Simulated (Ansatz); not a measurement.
Process, species as SMILES: Cl (HCl) → HCl+ (doublet, bonded as Cl) + e-
B3LYP-D3(BJ)/def2-TZVP geometries, fixed; electronic energies without zero-point terms.
Largest species:
```xyz
2

Cl     0.0000     0.0000    -0.0712
H      0.0000     0.0000     1.2108
```

How fast the adiabatic ionisation energy converges with the basis for several methods (Ansatz, an electronic-structure program): deviation from each method's own reference, in eV. References: CCSD(T) 12.820 eV, Hartree-Fock in aug-cc-pV(Q+d)Z plus the correlation part extrapolated as X^-3 from aug-cc-pV(T+d)Z and aug-cc-pV(Q+d)Z; HF 11.511 eV, the value in aug-cc-pV(5+d)Z; MP2 12.897 eV, Hartree-Fock in aug-cc-pV(5+d)Z plus the correlation part extrapolated as X^-3 from aug-cc-pV(Q+d)Z and aug-cc-pV(5+d)Z; PBE 12.679 eV, the value in aug-cc-pV(5+d)Z; PBE0 12.672 eV, the value in aug-cc-pV(5+d)Z; r2SCAN 12.679 eV, the value in aug-cc-pV(5+d)Z. Cartesian d functions, on some or all atoms, in 6-311G**; all else is spherical. In correlated methods cores are frozen. Open shells are unrestricted. No added dispersion term, no relativity. 

```json
[
 {"basis": "STO-3G", "functions": "10", "CCSD(T)": "-1.809", "HF": "-0.565", "MP2": "-1.901", "PBE": "___", "PBE0": "-0.567", "r2SCAN": "-0.551"},
 {"basis": "3-21G", "functions": "15", "CCSD(T)": "-0.606", "HF": "0.329", "MP2": "-0.688", "PBE": "___", "PBE0": "0.145", "r2SCAN": "0.235"},
 {"basis": "cc-pV(D+d)Z", "functions": "28", "CCSD(T)": "-0.594", "HF": "0.032", "MP2": "-0.555", "PBE": "___", "PBE0": "-0.036", "r2SCAN": "0.005"},
 {"basis": "6-311G**", "functions": "33", "CCSD(T)": "-0.567", "HF": "0.091", "MP2": "-0.549", "PBE": "___", "PBE0": "0.049", "r2SCAN": "0.063"},
 {"basis": "def2-SVPD", "functions": "35", "CCSD(T)": "-0.312", "HF": "0.158", "MP2": "-0.291", "PBE": "___", "PBE0": "0.116", "r2SCAN": "0.147"},
 {"basis": "aug-pcseg-1", "functions": "36", "CCSD(T)": "-0.397", "HF": "0.066", "MP2": "-0.375", "PBE": "___", "PBE0": "0.040", "r2SCAN": "0.057"},
 {"basis": "def2-TZVP", "functions": "43", "CCSD(T)": "-0.283", "HF": "-0.004", "MP2": "-0.271", "PBE": "___", "PBE0": "-0.021", "r2SCAN": "-0.013"},
 {"basis": "pcseg-2", "functions": "48", "CCSD(T)": "-0.324", "HF": "0.028", "MP2": "-0.308", "PBE": "___", "PBE0": "0.012", "r2SCAN": "0.020"},
 {"basis": "def2-TZVPP", "functions": "56", "CCSD(T)": "-0.247", "HF": "0.000", "MP2": "-0.236", "PBE": "___", "PBE0": "-0.015", "r2SCAN": "-0.007"},
 {"basis": "cc-pV(Q+d)Z", "functions": "94", "CCSD(T)": "-0.102", "HF": "-0.001", "MP2": "-0.109", "PBE": "___", "PBE0": "-0.004", "r2SCAN": "-0.003"},
 {"basis": "aug-cc-pV(Q+d)Z", "functions": "135", "CCSD(T)": "-0.075", "HF": "0.001", "MP2": "-0.079", "PBE": "___", "PBE0": "0.003", "r2SCAN": "0.002"},
 {"basis": "aug-pcseg-3", "functions": "138", "CCSD(T)": "-0.102", "HF": "-0.003", "MP2": "-0.107", "PBE": "___", "PBE0": "-0.001", "r2SCAN": "0.000"}
]
```

Question: Some entries are withheld; supply them.

Answer: 
- STO-3G, PBE: -0.643
- 3-21G, PBE: 0.070
- cc-pV(D+d)Z, PBE: -0.081
- 6-311G**, PBE: 0.044
- def2-SVPD, PBE: 0.097
- aug-pcseg-1, PBE: 0.037
- def2-TZVP, PBE: -0.034
- pcseg-2, PBE: 0.003
- def2-TZVPP, PBE: -0.027
- cc-pV(Q+d)Z, PBE: -0.008
- aug-cc-pV(Q+d)Z, PBE: 0.003
- aug-pcseg-3, PBE: 0.000

Mean absolute deviation over 6-311G**, def2-TZVP, pcseg-2, def2-TZVPP: PBE0 0.024, r2SCAN 0.026, PBE 0.027, HF 0.031, MP2 0.341, CCSD(T) 0.355 eV.
